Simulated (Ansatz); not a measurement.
`N#C/C=C/F` + H₂ → `C=CF` + `C#N` at 700 K and 1 bar (hydrogenolysis of a C–C bond).

Gas-phase electronic energies from Ansatz, PBE0-D4/def2-TZVP geometries. CCSD(T)/CBS is the MP2 limit (def2-TZVPP, def2-QZVPP) plus CCSD(T) − MP2 in def2-TZVPP, frozen cores. This one scheme is used for every species.

```json
{"species": "`N#C/C=C/F`", "CCSD(T)/CBS energy (Eh)": "-269.79876", "H − E (kJ/mol)": "167.3", "S (J/(mol·K))": "371.0"}
{"species": "H₂", "CCSD(T)/CBS energy (Eh)": "-1.17544", "H − E (kJ/mol)": "46.8", "S (J/(mol·K))": "155.3"}
{"species": "`C=CF`", "CCSD(T)/CBS energy (Eh)": "-177.66469", "H − E (kJ/mol)": "155.1", "S (J/(mol·K))": "309.1"}
{"species": "`C#N`", "CCSD(T)/CBS energy (Eh)": "-93.32098", "H − E (kJ/mol)": "68.7", "S (J/(mol·K))": "235.2"}
```

H − E and S are ideal-gas, rigid-rotor, harmonic terms from PBE0-D4/def2-TZVP. The MP2-based limit puts H₂ 0.8 mEh under its directly extrapolated value; such offsets cancel only in part. 1 Eh = 2625.50 kJ/mol, R = 8.31446 J/(mol·K).

Question: By hand: ΔE, ΔH, ΔS and ΔG.

Answer: ΔE = (-177.66469) + (-93.32098) − (-269.79876) − (-1.17544) = -0.01147 Eh = -30.1 kJ/mol. Δ(H − E) = 155.1 + 68.7 − 167.3 − 46.8 = 9.7, so ΔH = -20.4 kJ/mol. ΔS = 309.1 + 235.2 − 371.0 − 155.3 = 18.0 J/(mol·K). ΔG = -20.4 − 700 × (18.0)/1000 = -33.0 kJ/mol.

Question: By hand: the equilibrium constant, and the temperature at which ΔG would vanish if ΔH and ΔS stayed fixed.

Answer: log₁₀ K = −ΔG/(RT ln 10) = 2.5. ΔH and −TΔS have one sign here, so there is no such temperature.

TΔS isn't small against ΔH here. A doubt of 5 kJ/mol in ΔE shifts log₁₀ K by 0.4 here. These are equilibria of isolated gas molecules and say nothing of rates. Largest T1 diagnostic: 0.014 (customary marks: 0.02 for closed shells, 0.045 for open ones).
